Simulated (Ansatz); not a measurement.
Results of PBE0-D3(BJ) in Ansatz (plane waves, PAW) for rock-salt MgS.

Settings: plane-wave cutoff 460 eV, 8×8×8 k mesh, Fermi–Dirac smearing 0.01 eV, scalar-relativistic PAW data made under PBE.

Computed at the level's own relaxed cell.

Estimate the pressure derivative B′ of the bulk modulus, width of the whole s-p valence band and smallest direct gap on the k points sampled that the calculation returns.


- pressure derivative B′ of the bulk modulus = 4.0
- width of the whole s-p valence band = 14.33 eV
- smallest direct gap on the k points sampled = 5.95 eV

Computed values are for the static lattice.

Ansatz is an electronic-structure program.
